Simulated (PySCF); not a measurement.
H3Si, SMILES [SiH3], multiplicity 2. Atoms are numbered in the order given.

```xyz
4

Si     0.0000     0.0000     0.0803
H     -1.2222     0.7057    -0.3746
H      1.2222     0.7057    -0.3746
H      0.0000    -1.4113    -0.3746
```
Charge 0, spin multiplicity 2.

The structure is a stationary point at B3LYP-D3(BJ)/def2-TZVPD. The isomer is the one that the SMILES or the coordinates give; other isomers of the formula were not compared.

These are ωB97X/def2-TZVPD run with PySCF values and carry that method's errors.

The molecule is in vacuum.

Question: Estimate the frontier levels, dipole moment and polarisability. (An estimate is asked for; the answer gives what the named calculation found.)

Answer: 
```yaml
"α spin, highest occupied and lowest empty level": -8.56 and 2.00 eV
"β spin, highest occupied and lowest empty level": -12.40 and -1.15 eV
dipole_moment: 0.001 e·Å
quadrupole, principal values (traceless, Buckingham form, about the centre of nuclear charge): -0.39, 0.19, 0.19 D·Å
mean_static_polarisability: 34.0 bohr³ (5.05 Å³)
polarisability_principal_values: 33.1, 34.5, 34.5 bohr³
"⟨S²⟩": 0.752 (pure state 0.75)
```
